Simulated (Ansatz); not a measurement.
Reaction (SMILES): FCF → F[CH-]F + H+
B3LYP-D3(BJ)/def2-TZVP geometries, fixed; electronic energies without zero-point terms.

The deprotonation energy at MP2 with Ansatz (a first-principles code), in kcal/mol, split into its Hartree-Fock and correlation parts. Cores are frozen. No added dispersion term, no relativity. Functions are those of the species that has most.

```json
[
 {"basis": "aug-cc-pVDZ", "X": "2", "functions": "87", "Hartree-Fock": "412.40", "MP2": "403.07"},
 {"basis": "aug-cc-pVTZ", "X": "3", "functions": "184", "Hartree-Fock": "416.60", "MP2": "407.22"},
 {"basis": "aug-cc-pVQZ", "X": "4", "functions": "332", "Hartree-Fock": "416.93", "MP2": "407.47"}
]
```

Worked estimate of the basis-set limit from each neighbouring pair, with Hartree-Fock from the larger set and the correlation part extrapolated as X^-3.
Correlation parts: X = 2: -9.33, X = 3: -9.38, X = 4: -9.46.
- (2,3): (27·(-9.38) - 8·(-9.33))/19 = -9.40; with Hartree-Fock 416.60 the estimate is 407.20 kcal/mol.
- (3,4): (64·(-9.46) - 27·(-9.38))/37 = -9.52; with Hartree-Fock 416.93 the estimate is 407.41 kcal/mol.
The last two estimates differ by 0.21 kcal/mol; the largest set lies 0.06 from the last. Over the last step Hartree-Fock moves by 0.33 and the correlation part by -0.08.
